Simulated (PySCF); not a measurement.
Which basis set comes closest?

Molecule: SMILES O, H₂O.

Geometry:
```json
{"atom": "O1", "x (Å)": "-0.041", "y (Å)": "0.397", "z (Å)": "0.000"}
{"atom": "H2", "x (Å)": "-0.730", "y (Å)": "-0.276", "z (Å)": "0.000"}
{"atom": "H3", "x (Å)": "0.771", "y (Å)": "-0.120", "z (Å)": "0.000"}
```

Geometry PBE0-D3(BJ)/def2-SVP throughout; GIAO in PySCF, gas phase, one conformer, non-relativistic; equivalent atoms averaged; functional PBE0.

Reference values (CCSD(T)/pcSseg-4; gas (isolated, no vibration); G. L. Stoychev, PhD thesis, Univ. Bonn 2021 (Stoychev, Auer, Izsak, Neese, JCTC 2018, 14, 619)): σ(H2/H3) = 30.65 ppm, σ(O1) = 337.6 ppm.

Question: How do the basis sets STO-3G, 6-31G, pcSseg-0, 6-31G*, def2-SVP, cc-pVDZ, pcSseg-1, 6-311+G(2d,p), aug-cc-pVDZ, def2-TZVP, IGLO-III, cc-pVTZ, pcSseg-2, pcSseg-3 perform against the reference? Times are CPU seconds on shared hosts with different chips, so compare them loosely.

Answer: 
```csv
basis set,functions,H2/H3,O1,abs. error H,abs. error O,core-s
STO-3G,7,33.75,341.7,3.10,4.1,0.5
6-31G,13,32.83,318.5,2.18,19.1,0.9
pcSseg-0,13,32.81,337.9,2.16,0.3,0.7
6-31G*,18,32.13,324.2,1.48,13.4,1.1
def2-SVP,24,31.55,343.0,0.90,5.4,1.1
cc-pVDZ,24,31.73,343.3,1.08,5.7,1
pcSseg-1,27,30.97,334.6,0.32,3.0,1.1
"6-311+G(2d,p)",39,31.66,326.6,1.01,11.0,1.6
aug-cc-pVDZ,41,31.47,335.9,0.82,1.7,1.1
def2-TZVP,43,31.62,332.6,0.97,5.0,1.7
IGLO-III,55,31.31,327.2,0.66,10.4,1.4
cc-pVTZ,58,31.23,334.8,0.58,2.8,1.3
pcSseg-2,64,30.91,328.1,0.26,9.5,0.5
pcSseg-3,138,30.82,326.4,0.17,11.2,3.7
```

For ¹H the closest is pcSseg-3 (0.17 ppm) and the furthest STO-3G (3.10 ppm).

For ¹⁷O the closest is pcSseg-0 (0.3 ppm) and the furthest 6-31G (19.1 ppm). Where a smaller basis beats a larger one, errors probably cancel; the largest sets show where the functional converges. One molecule is a small sample, and the reference may use another geometry.

A small basis that lands close on one nucleus may do so by chance; judge by the trend and by all nuclei.
